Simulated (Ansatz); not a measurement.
A-type hexagonal La2O3

All values below come from LDA (Ansatz, a quantum-chemistry and plane-wave program, plane waves, PAW).

Numerical settings: plane-wave cutoff 520 eV, 6×6×4 k mesh (along the axes of the cell as run), scalar-relativistic PAW data made under PBE.

Cell: measured lattice: a = 3.934 Å, b = 3.934 Å, c = 6.130 Å, α = 90.00°, β = 90.00°, γ = 120.00°.

For A-type hexagonal La2O3, the elastic constant C11 is 190 GPa, the elastic constant C12 comes out as 108 GPa and the elastic constant C13 comes out as 67.9 GPa. The elastic constant C33 comes out as 122 GPa. The elastic constant C44 comes out as 54.2 GPa and the elastic constant C66 is 41.0 GPa. The voigt–Reuss–Hill bulk modulus is 105 GPa and the polycrystal shear modulus (Hill average) comes out as 35.3 GPa. The Young modulus is 95.2 GPa and the Poisson ratio is 0.349.

Note: the cell isn't this level's own, so it is under some stress, which shifts stiffness and frequencies.

Elastic constants are with the ions relaxed.

Spin–orbit coupling is not included.
